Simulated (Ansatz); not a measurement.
Input for Ansatz (development build ahead of 0.2.0):

```yaml
crystal:
  periodic: [false, false, false]
  atoms:
    - { symbol: H, position_ang: [0.00047, -0.00069, -1.57427] }
    - { symbol: C, position_ang: [0.00068, -0.00048, -0.49337] }
    - { symbol: C, position_ang: [-0.00034, -0.00024, 0.75548] }
basis:
  gaussian: { orbitals: cc-pVTZ }
total_charge: -1
hamiltonian:
  xc: hf
```

The input is written out in the form of the current development build from the run's settings.

Output:

```json
{
  "Converged": "yes",
  "Total energy": "-76.22420 hartree",
  "Spin squared of the determinant": "0.000"
}
```

Caution: no diffuse functions for an anion.
